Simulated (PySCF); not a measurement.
A barrier at the coupled-cluster level

Start structure (BNH3Cl, closed shell), relaxed at PBE0-D4/def2-TZVP:

```tsv
atom	x (Å)	y (Å)	z (Å)
B1	-0.5818	0.1058	-0.2085
H2	-0.9391	0.6356	-1.2135
N3	0.7596	-0.0457	0.0905
H4	1.4851	0.2827	-0.5227
Cl5	-1.8043	-0.4961	0.9177
H6	1.0898	-0.4886	0.9316
```

The step: BNH₃Cl ([NH2][BH][Cl]) → BNHCl ([NH][B][Cl]) + H₂; bonds formed: H2–H4; bonds broken: B1–H2, N3–H4. Computed with PySCF 2.14 with density fitting (its default auxiliary sets; JK sets also for MP2 and CCSD(T)) (basis: def2-TZVPP and def2-QZVPP); correlated methods freeze the cores. Extrapolation: Hartree–Fock as exp(−7.88 √X), correlation as X^−2.97. Energies below are by CCSD(T) at an estimated basis limit (MP2 extrapolated from triple and quadruple zeta, plus CCSD(T) − MP2 in triple zeta).

**Question.** What are the electronic barrier and the energy of the step, from the start structure to the end structure? (To be estimated.)

**Answer.** By the calculation: Barrier 80.95 kcal/mol; step energy 46.95 kcal/mol (uphill); reverse barrier, their difference, 34.01 kcal/mol. Barrier and step energy count from the start structure, the reverse barrier from the end structure.

The saddle point: One imaginary mode of 1266i cm⁻¹.
```
 pair  start (Å)  saddle (Å)  end (Å)
H2–H4       2.55        0.95     0.75
B1–H2       1.19        1.38     3.58
N3–H4       1.01        1.48     3.07
```

Zero-point energy (harmonic, PBE0-D4): ZPE is 25.98 kcal/mol at the start and 20.86 kcal/mol at the saddle, so the barrier goes from 80.95 to 75.84 kcal/mol.

First-order rate constant out of the start structure at 298 K by transition-state theory, with harmonic vibrational free energies alone and no tunnelling: ΔA‡ = 75.68 kcal/mol, so k = (kB T/h) exp(−ΔA‡/kB T) ≈ 10^-43 s⁻¹ (an order of magnitude at best: rotation, the number of equivalent paths and anharmonicity are left out).

No T1 diagnostic of these runs exceeds 0.015.

Labels in which every atom is bracketed show which atoms are joined, not bond orders.

For scale, one of the runs: CCSD(T)/def2-TZVPP, 146 basis functions, launched by `OMP_NUM_THREADS=4 python run.py`. The run took 75 s on 4 CPU threads of an Arm Neoverse V2 (shared host), with 0.87 GiB of host memory at its peak.
